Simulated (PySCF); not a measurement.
hydrogen isocyanide (CHN), SMILES [C-]#[NH+].

Geometry: r2SCAN-D4/def2-TZVPD.

Method: TDDFT-LC-ωPBE/def2-TZVPD in PySCF.

Vertical excitations; the highest root listed may be one member of a degenerate set.  State labels are in the subgroup C2v.

```tsv
state	symmetry	energy (eV)	λ (nm)	f	main pairs
S1	B2	8.26	150	0.086	HOMO→LUMO+2 (degenerate set)
S2	B1	8.26	150	0.086	HOMO→LUMO+1 (degenerate set)
S3	A2	8.47	146	0.000	HOMO−2→LUMO+2 48 %, HOMO−1→LUMO+1 48 %
S4	A1	8.84	140	0.000	HOMO−1→LUMO+2, HOMO−2→LUMO+1 (degenerate set)
S5	A2	8.84	140	0.000	HOMO−1→LUMO+1, HOMO−2→LUMO+2 (degenerate set)
S6	A1	9.81	126	0.003	HOMO→LUMO 81 %, HOMO→LUMO+3 13 %
S7	A1	10.21	121	0.194	HOMO→LUMO+3 83 %, HOMO→LUMO 14 %
S8	B2	10.35	120	0.031	HOMO−1→LUMO (degenerate set)
S9	B1	10.35	120	0.031	HOMO−2→LUMO (degenerate set)
S10	B2	11.63	107	0.082	HOMO−1→LUMO+3 78 %, HOMO−1→LUMO+4 16 %
T1	B2	5.83	213	0	HOMO→LUMO+2 (degenerate set)
T2	B1	5.83	213	0	HOMO→LUMO+1 (degenerate set)
T3	A1	7.05	176	0	HOMO−2→LUMO+1 46 %, HOMO−1→LUMO+2 46 %
T4	A1	7.61	163	0	HOMO−1→LUMO+2 47 %, HOMO−2→LUMO+1 47 %
```
Triplets are in the Tamm–Dancoff approximation, which puts them higher than full response would, so one can lie above its singlet here.
